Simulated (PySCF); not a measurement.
This PySCF input (HF/pcseg-2) gives -100.06040 Eh with 44 basis functions.

```python
import numpy as np, basis_set_exchange as bse
from pyscf import gto, scf, dft, df

basis = {'F': gto.basis.parse(bse.get_basis('pcseg-2', elements=['F'], fmt='nwchem')), 'H': gto.basis.parse(bse.get_basis('pcseg-2', elements=['H'], fmt='nwchem'))}
mol = gto.M(
    atom='''
    F    -0.00000000   -0.00000000   -0.09245367
    H     0.00000000    0.00000000    0.83208299
    ''',
    basis=basis,
    charge=0,
    verbose=4,
    max_memory=8640,
)
mf = scf.RHF(mol)
mf = mf.density_fit(auxbasis=df.autoaux(mol))
mf.conv_tol = 1e-9
mf.max_cycle = 100
print('smallest overlap eigenvalue', np.linalg.eigvalsh(mol.intor('int1e_ovlp'))[0])
mf.kernel()
dip = mf.dip_moment()
```

Change:
```diff
- basis = {'F': gto.basis.parse(bse.get_basis('pcseg-2', elements=['F'], fmt='nwchem')), 'H': gto.basis.parse(bse.get_basis('pcseg-2', elements=['H'], fmt='nwchem'))}
+ basis = {'F': gto.basis.parse(bse.get_basis('def2-TZVPD', elements=['F'], fmt='nwchem')), 'H': gto.basis.parse(bse.get_basis('def2-TZVPD', elements=['H'], fmt='nwchem'))}
```

Question: What does the run give now?

Answer: -100.06455 Eh (HF/def2-TZVPD, 49 functions), a change of -4.15 mEh.
